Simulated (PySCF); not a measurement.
# CS (CS): the cost of one run

Programs: PySCF 2.14.0, with routines of our own; each step states its level. All values are computed. Atoms count from 0.

## 1. The starting structure

2 atoms, charge 0, multiplicity 1; geometry from: GFN2-xTB.

## 2. Relaxing the molecule at PBE/def2-TZVP

Job settings and geometry (Å):

```
{"job": {"xc": "PBE", "basis": "def2-TZVP", "grid": 1, "kind": "geom"}, "charge": 0, "multiplicity": 1}
C      0.761975    -0.003367    -0.002271
S     -0.759218     0.004635    -0.011877
```

Started as:

```sh
$ OMP_NUM_THREADS=1 python excited_run.py task.json out
```

The driver reads the jobs from task.json and runs them one after another.

Q: Estimate the wall time and peak memory of this first job on 1 thread of Intel Xeon Platinum 8375C at 2.90GHz, shared host.

About 3.4 s, with a peak of 0.28 GiB.
